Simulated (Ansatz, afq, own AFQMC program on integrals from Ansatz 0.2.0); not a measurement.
AFQMC on a folder of integrals that Ansatz 0.2.0 wrote.

```yaml
crystal:
  periodic: [false, false, false]
  atoms:
    - {symbol: C, position_ang: [-0.034198, -0.382799, 0.036920]}
    - {symbol: N, position_ang: [0.630557, 0.659300, -0.228478]}
    - {symbol: H, position_ang: [-1.097277, -0.403201, 0.344982]}
    - {symbol: H, position_ang: [0.457565, -1.366981, -0.035493]}
    - {symbol: H, position_ang: [0.043353, 1.493692, -0.117942]}
basis:
  gaussian: {orbitals: def2-TZVP}
magnetization: {spin_polarized: true, initial_magnetization: 2}
correlation: {method: ccsd_t, electrons: outside_noble_gas, hamiltonian_folder: ham}
```

```sh
$ ansatz run in.yaml --threads 1 --pin off --events-out ev --progress --plain --max-ram 16896MiB --backend cuda --devices 0, --max-vram 18GiB
```

Options of the walk:

```
--method phaseless --trial cisd --walkers 2100 --populations 20 --least-time 60 --time-step 0.005 --steps-per-block 50 --equilibration-blocks 28 --max-blocks 4000 --target-error 0.00021 --factor-cut 1e-05 --start spin_pure --seed 3350 --release-times 0.24,0.51,0.99,1.62,2.4 --release-step 0.03 --release-every 3 --taylor-order 6
```

Times are imaginary, in 1/Eh. The walk had a cap of 240 s. With eight or more populations the least sampling time is a fifth of least-time, and the error comes from their spread.

Log:

```
orbitals 78  electrons 7 5  factors 544 of 544
reference energy -93.93061923 Eh
CCSD correlation -0.34932588 Eh in 16 cycles, weight of the determinant in the CISD state 0.8764
energy of the start -94.278950 Eh
 block  time / (1/Eh)  mean weight  energy / Eh
     1     0.250  0.9994  -94.276978
     2     0.500  0.9994  -94.281772
     3     0.750  0.9997  -94.285737
     4     1.000  1.0004  -94.289007
     5     1.250  1.0004  -94.290443
     7     1.750  1.0002  -94.291571
     9     2.250  0.9993  -94.291123
    11     2.750  1.0004  -94.291744
    15     3.750  0.9997  -94.292665
    19     4.750  1.0000  -94.294279
    23     5.750  0.9996  -94.294142
    27     6.750  1.0006  -94.293425
    31     7.750  0.9997  -94.291969
    35     8.750  1.0005  -94.293067
    39     9.750  1.0000  -94.294652
    43    10.750  0.9998  -94.292288
    47    11.750  0.9998  -94.293365
    51    12.750  1.0006  -94.291763
    55    13.750  1.0000  -94.294088
    59    14.750  0.9993  -94.293807
    63    15.750  1.0000  -94.294046
    67    16.750  0.9998  -94.295245
    71    17.750  1.0000  -94.293554
    75    18.750  0.9997  -94.293039
    77    19.250  1.0002  -94.295720
    79    19.750  1.0003  -94.294906
    83    20.750  1.0002  -94.294982
    87    21.750  1.0006  -94.293866
    91    22.750  1.0003  -94.293034
    95    23.750  0.9994  -94.292675
    99    24.750  0.9998  -94.294465
   103    25.750  1.0001  -94.292685
   107    26.750  0.9997  -94.292804
error from the spread of 20 populations
released: time / (1/Eh)  energy / Eh  error  mean overlap
  0.24  -94.289698  0.004331  0.9984
  0.51  -94.294027  0.000144  0.9957
  0.99  -94.295014  0.000169  0.9831
  1.62  -94.294478  0.000177  0.9793
  2.40  -94.294418  0.000339  0.9771
energy -94.293552 +/- 0.000197 Eh
(rows thinned)
```

The run passed its tests (sampling time, drift between the halves within three errors, error under three times the target), which doesn't prove that it has relaxed.

Against this walk (error 5.4 meV) on the same determinant: CCSD(T) 21.6 meV higher, CCSDT(Q) 21.2 meV lower. The error is statistical and leaves out the bias of the constraint. The released energies have errors that jump between times, so the bars are unsure (meV from the phaseless value at times in 1/Eh: 105 ± 118 at 0.24, -13 ± 4 at 0.51, -40 ± 5 at 0.99, -25 ± 5 at 1.62, -24 ± 9 at 2.40), so they give no level. CCSDT(Q) is the surest value here, so the walk's 21 meV above it is most likely the bias of the constraint with this trial, which can have either sign.

Cautions: constraint bias not in the error; another spin lies lower (by 4.70 eV).

The walk took 2.2 min on 1 × NVIDIA H100 80GB HBM3 with 2 threads of AMD EPYC 7R13 Processor (Zen 3) (shared host) (the card was shared). The log's last line is the phaseless energy.

CCSDT and higher add their correlation energy to the determinant of the CCSD(T) run, since their own runs factorise the integrals more tightly (a shift of under 2 meV).
